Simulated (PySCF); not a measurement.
Task: Write Cartesian coordinates for pyridazine, `c1ccnnc1` as optimised with GFN2-xTB.

Result: 
```xyz
10
C4H4N2 angstrom
C      0.673    0.824    0.061
C     -0.707    0.794    0.045
C     -1.306   -0.462   -0.049
N     -0.613   -1.581   -0.120
N      0.685   -1.553   -0.102
C      1.328   -0.405   -0.015
H      1.225    1.749    0.129
H     -1.300    1.695    0.102
H     -2.381   -0.579   -0.068
H      2.406   -0.476   -0.006
```

Any rigid rotation of these coordinates is as good. Atoms count from 1 in this order. The 6-membered ring C1–C2–C3–N4–N5–C6 has internal angles of 116.7° to 122.8° (sum 720°, against 720° for a flat polygon); it is planar, 0.00 Å rms from its mean plane, widest ring torsion 0°. N4 (pyridine-type nitrogen) is bent (angle 120.4°). The 6 heavy atoms lie in one plane (0.001 Å rms).

Bonds between heavy atoms (Å): C1–C2 1.381, C2–C3 1.394, C3–N4 1.319, N4–N5 1.299, N5–C6 1.319, C1–C6 1.394.

Computed geometry: GFN2-xTB, gas phase.

Point group: C2v (tolerance 0.08 Å). No GFN2-xTB frequencies stand behind this structure, so it isn't proved a minimum.
